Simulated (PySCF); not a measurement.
## Dipole moment and polarisability of Si(SiH3)H3

Si(SiH3)H3.
Cartesian coordinates in Å at the PBE0-D3(BJ)/def2-SVP level; atoms count from 1:
```
atom  x, y, z in Å
Si1   -0.0023    0.0086   -1.1727
Si2    0.0020   -0.0083    1.1727
H3     0.8079    1.1379    1.6951
H4     0.5966   -1.2842    1.6774
H5    -1.3954    0.1094    1.6920
H6     1.4004   -0.0170   -1.6902
H7    -0.6793    1.2421   -1.6789
H8    -0.7299   -1.1887   -1.6954
```

Level: wB97X-D/def2-SVPD (PySCF), static field, nuclei fixed, core orbitals frozen in the response. The polarisability tensor in these axes (au):

```
x   56.07  0.00  0.03
y    0.00 56.07 -0.13
z    0.03 -0.13 73.66
```

What are the eigenvalues, a third of the trace, and Δα (Δα² = ½Σ(αi − αj)² over the three pairs)?

Principal values 56.06, 56.07 and 73.66 au; mean 61.93 au = 9.18 Å³ = 10.21 × 10⁻⁴⁰ C²·m²/J; Δα = 17.59 au (28 % of the mean).

What is the dipole moment?

0.00 D at this geometry.

Refractivity n − 1 of an ideal gas of it at 500 K and 1 atm, from the electronic α?

N = p/kT = 1.4678 × 10¹⁹ cm⁻³, so n − 1 = 2π × N × 9.18 × 10⁻²⁴ cm³ = 846 × 10⁻⁶ at long wavelengths.

Find the Langevin capture rate constant for NO+ (29.998 u) meeting this molecule (62.001 u), k = 2.342 × 10⁻⁹ cm³/s × √(α in Å³ / reduced mass in u).

The reduced mass is 20.22 u, so k = 1.58 × 10⁻⁹ cm³/s.

Traceless (Buckingham) quadrupole moment about the centre of nuclear charge: eigenvalues?

-0.74, 0.37, 0.37 D·Å. With no charge and no dipole, the values don't depend on the origin. The electronic extent ⟨r²⟩ about the same centre is 311 bohr², a root-mean-square distance of 1.60 Å for the 34 electrons.

Isolated species at its PBE0-D3(BJ)/def2-SVP geometry, gas phase.
